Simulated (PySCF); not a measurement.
# `CC(C#N)C#N`: 4 charge schemes on one density

Compound: C4H4N2.
Geometry (PBE0-D3(BJ)/def2-SVP, Å), atoms numbered from 1 in this order:
```xyz
10
C4H4N2 angstrom
C     -1.004   -0.310    0.508
C      0.128    0.302   -0.332
C      0.790   -0.710   -1.165
N      1.271   -1.527   -1.825
C      1.109    1.001    0.506
N      1.846    1.567    1.193
H     -0.605   -1.064    1.201
H     -1.502    0.477    1.089
H     -1.738   -0.789   -0.153
H     -0.296    1.054   -1.022
```

Density: PBE0/pcSseg-1 (PySCF); schemes: Mulliken, IAO, Hirshfeld and ESP-fitted. Geometry: PBE0-D3(BJ)/def2-SVP; no solvent, vibrations or thermal averaging.

Problem. What partial charge does each atom carry?

Solution. In e:

| atom | environment | Mulliken | IAO | Hirshfeld | ESP-fitted |
| --- | --- | --- | --- | --- | --- |
| C1 | methyl carbon | -0.206 | -0.397 | -0.091 | -0.363 |
| C2 | sp3 carbon next to a nitrile | -0.334 | -0.161 | +0.033 | +0.191 |
| C3 | nitrile carbon | +0.158 | +0.136 | +0.092 | +0.251 |
| N4 | nitrile nitrogen | -0.223 | -0.208 | -0.197 | -0.396 |
| C5 | nitrile carbon | +0.159 | +0.136 | +0.092 | +0.246 |
| N6 | nitrile nitrogen | -0.223 | -0.208 | -0.197 | -0.394 |
| H7 | methyl hydrogen | +0.152 | +0.166 | +0.059 | +0.137 |
| H8 | methyl hydrogen | +0.151 | +0.163 | +0.061 | +0.126 |
| H9 | methyl hydrogen | +0.151 | +0.163 | +0.061 | +0.125 |
| H10 | methine hydrogen | +0.215 | +0.210 | +0.086 | +0.077 |

Mean size of the charges over all atoms: ESP-fitted 0.231 e, Mulliken 0.197 e, IAO 0.195 e, Hirshfeld 0.097 e. Each set sums to the total charge, 0, to within 0.001 e. The IAO scheme counts the electrons in orthogonalised intrinsic atomic orbitals, a minimal basis polarised so that it spans the occupied orbitals exactly.

Lowest charge. The schemes don't all agree: Mulliken C2 (-0.334); IAO C1 (-0.397); Hirshfeld N4 and N6 (-0.197); ESP-fitted N4 (-0.396).

Highest charge. The schemes don't all agree: Mulliken H10 (+0.215); IAO H10 (+0.210); Hirshfeld C3 and C5 (+0.092); ESP-fitted C3 (+0.251).

Problem. How closely do the schemes follow one another over all atoms?

Solution. Correlation coefficient and root-mean-square difference: Hirshfeld with ESP-fitted 0.95, 0.155 e; Mulliken with IAO 0.92, 0.083 e; IAO with Hirshfeld 0.81, 0.135 e; IAO with ESP-fitted 0.80, 0.155 e; Mulliken with Hirshfeld 0.75, 0.141 e; Mulliken with ESP-fitted 0.65, 0.199 e.

Problem. How many electrons does the ESP-fitted scheme count on C1?

Solution. Z − q = 6 − (-0.363) = 6.363.
